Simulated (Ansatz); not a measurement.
## Ytterbium, fcc: convergence with Gaussian smearing

Computed with Ansatz, PBE, scalar-relativistic PAW, on the relaxed cell (a = 5.230 Å; spin not included). Errors count from a run at 420 eV on a Γ-centred 17×17×17 mesh with Fermi-Dirac smearing of 0.1 eV, extrapolated to zero width. Fixed here: cutoff 420 eV, mesh 10×10×10. The SCF starts from atomic densities corrected by a trained network.

```json
{"width (eV)": "0.01", "E(σ→0) error (meV/atom)": "-11.2", "F error (meV/atom)": "-11.3", "P (GPa)": "-0.06", "SCF iterations": "7"}
{"width (eV)": "0.03", "E(σ→0) error (meV/atom)": "-11.3", "F error (meV/atom)": "-11.6", "P (GPa)": "-0.07", "SCF iterations": "8"}
{"width (eV)": "0.2", "E(σ→0) error (meV/atom)": "-6.9", "F error (meV/atom)": "-23.8", "P (GPa)": "-0.06", "SCF iterations": "8"}
{"width (eV)": "0.3", "E(σ→0) error (meV/atom)": "2.8", "F error (meV/atom)": "-49.9", "P (GPa)": "0.00", "SCF iterations": "7"}
{"width (eV)": "0.6", "E(σ→0) error (meV/atom)": "9.1", "F error (meV/atom)": "-222.6", "P (GPa)": "0.12", "SCF iterations": "8"}
{"width (eV)": "1.0", "E(σ→0) error (meV/atom)": "-20.6", "F error (meV/atom)": "-619.4", "P (GPa)": "0.12", "SCF iterations": "10"}
```

**Question.** What does the run at 0.1 give (width)?

**Answer.** E(σ→0) error (meV/atom): -11.6; F error (meV/atom): -14.1; P (GPa): -0.08; SCF iterations: 8.
